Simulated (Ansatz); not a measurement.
**BAs⁺, quartet: the ladder up to full CI**

Geometry: a point of a stretch scan, not a stationary point.

```xyz
2

B     0.0000    0.0000    0.0000
As    0.0000    0.0000    4.2560
```

Basis cc-pVDZ; Ansatz 0.2.0. Only valence electrons are correlated (noble-gas cores and the filled d shells of p-block atoms frozen), which leaves 7 electrons in 26 orbitals. Prefix R: restricted or restricted open-shell reference. Active spaces: valence = (7e, 8o) chosen from the atoms' valence shells. No spin–orbit coupling is included, and no scalar relativity.

Full CI is exact within this basis and frozen core; it isn't the basis-set limit.

For open shells CISD is restricted-active-space CI with the open shells as a complete middle space.

* UHF ⟨S²⟩: 3.762
* T1 diagnostic (RCCSD): 0.0169
* largest doubles amplitude (RCCSD): 0.152

Question: From what is known of these methods and the diagnostics, rank them by the size of their error in total energy against full CI in cc-pVDZ, smallest first (an estimate: the text doesn't fix the numbers).
A. MRCISD (valence space)
B. RCCSD(T)
C. CISD
D. RHF
E. RCCSD

Answer: B (11 meV), E (38 meV), A (64 meV), C (255 meV), D (3551 meV).

All errors are against full CI in cc-pVDZ. Within each family the higher level lies nearer, as is usual though not guaranteed.

The full-CI state has the irrep A2 of C2v, in the program's axes (one component, if the state is degenerate).

Natural occupations of full CI about the gap: 1.951 1.840 0.992 0.992 0.992 0.054 0.054 0.053 0.010 0.010; effectively unpaired electrons, Σ n²(2−n)², 3.13.
